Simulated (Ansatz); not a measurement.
Working through a ladder of basis sets of BMg

Computed with the Python package of Ansatz (0.2.0).

The cells in order, each with its output:

```python
import ansatz as az
```

```python
FUNCTIONAL = "pbe0"
DISPERSION = "d4"
```

```python
geometry_ang = [
    ("Mg", (0.0, 0.0, 0.0)),
    ("B", (0.0, 0.0, 2.17)),
]
mol = az.Crystal.molecule()
for symbol, xyz in geometry_ang:
    mol = mol.atom(symbol, xyz)
```

```python
calc = (
    mol.calculation()
    .functional(FUNCTIONAL, dispersion=DISPERSION)
    .spin("collinear", total=1)
)
```

```python
energies = {}
for basis in ["cc-pVDZ", "cc-pVTZ", "cc-pVQZ"]:
    data = calc.basis(gaussian=basis).run(threads=1).report
    size = data["n_frozen"] + data["n_occupied"][0] + data["n_virtual"][0]
    energies[basis] = (data["reference_energy_ev"] / 27.211386246, data["free_energy_ev"] / 27.211386246)
    print(f"{basis:14s} {size:4d} orbitals  reference {energies[basis][0]:14.6f} Ha  total {energies[basis][1]:14.6f} Ha")
```

    cc-pVDZ          32 orbitals  reference    -224.597108 Ha  total    -224.598468 Ha
    cc-pVTZ          64 orbitals  reference    -224.606258 Ha  total    -224.607618 Ha
    cc-pVQZ         114 orbitals  reference    -224.608790 Ha  total    -224.610150 Ha

```python
last = energies["cc-pVQZ"][1]
for basis, (_, total) in energies.items():
    print(f"{basis:14s} lies {27.211386 * (total - last):9.4f} eV above cc-pVQZ")
```

    cc-pVDZ        lies    0.3179 eV above cc-pVQZ
    cc-pVTZ        lies    0.0689 eV above cc-pVQZ
    cc-pVQZ        lies    0.0000 eV above cc-pVQZ

Against cc-pVDZ: cc-pVTZ -9.1 mHa and cc-pVQZ -11.7 mHa. The last step alone is -2.53 mHa. From the first set to the last the time grows from 3.1 to 9.3 s.

The drop along the ladder measures the basis error, and is no property of the molecule. The geometry is a force-field or estimated start, not a minimum of this method, and the last set is no limit. Much of the fall in a total is atomic energy, which cancels in bond and reaction energies. The species is open-shell (spin multiplicity 2). The expectation value of S² is noticeably off S(S+1) in at least one run, so that state is spin-contaminated. Total less reference energy is the dispersion correction. The spin state was assumed, and another may lie lower. Wall time of the script: 18 s on 1 thread of Arm Neoverse V1 (shared host), peak memory 0.27 GiB.

(Lines on the test bed's own set-up are left out of the output.)
